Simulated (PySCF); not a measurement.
C2H6O. Atoms are numbered in the order given.

```xyz
9

C     -1.1896     0.1538     0.2659
C      0.0602    -0.4255    -0.3602
O      1.2294     0.2888    -0.0146
H     -2.0776    -0.3927    -0.0623
H     -1.3064     1.2037    -0.0104
H     -1.1476     0.0905     1.3578
H      0.1594    -1.4875    -0.0950
H     -0.0027    -0.3719    -1.4496
H      1.3156     0.2782     0.9420
```
Charge 0, spin multiplicity 1.

Geometry: PBE0-D3(BJ)/def2-TZVP. Other conformers were not sampled.

Method: CAM-B3LYP/def2-TZVPD (PySCF).

The total energy is -155.03278 hartree and the highest occupied level comes out as -9.42 eV. The lowest empty level is 0.79 eV. The orbital gap is 10.20 eV, the dipole moment comes out as 1.75 D and the quadrupole, principal values (traceless, Buckingham form, about the centre of nuclear charge) is -4.68, -0.26, 4.94 D·Å. The mean static polarisability is 33.2 bohr³ (4.92 Å³) and the polarisability, principal values is 30.9, 33.2, 35.5 bohr³.
